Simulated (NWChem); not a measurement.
**Total energies of C₃H₇Cl**

```
C
H 1 1.1112
H 1 1.1136 2 106.09
C 1 1.5235 2 108.71 3 114.43
H 4 1.1070 1 111.56 2 -58.75
H 4 1.1087 5 108.45 1 123.35
C 1 1.5285 2 110.28 3 -119.27
H 7 1.1081 1 111.28 2 56.45
H 7 1.1084 8 108.04 1 121.63
H 7 1.1102 8 107.70 9 116.00
Cl 4 1.8135 5 106.18 6 113.83
```
Charge 0, spin multiplicity 1.

All runs are NWChem calculations. All single points use one geometry, from PBE/def2-SVP, a minimum by its harmonic frequencies. It is one conformer; others weren't searched.

Basis set: cc-pVDZ (95 functions).

```csv
method,total energy (Ha),relative cost
RHF,-577.19453,1
MP2,-577.76823,under 3
B2PLYP,-578.45105,4
PBE,-578.38143,under 3
B3LYP,-578.76147,under 3
LDA (SVWN5),-576.11740,under 3
CCSD(T),-577.84099,60
```

Total energies of different functionals aren't comparable as a measure of quality: only differences taken within one method are. The cost column gives rough processor time relative to RHF; each entry includes its own SCF.

The correlated methods keep 8 core orbitals frozen. B3LYP has NWChem's definition, with VWN1-RPA local correlation. The structure started from a generated list of species. No row is a measurement; the coupled-cluster row has its own basis-set and correlation limits.
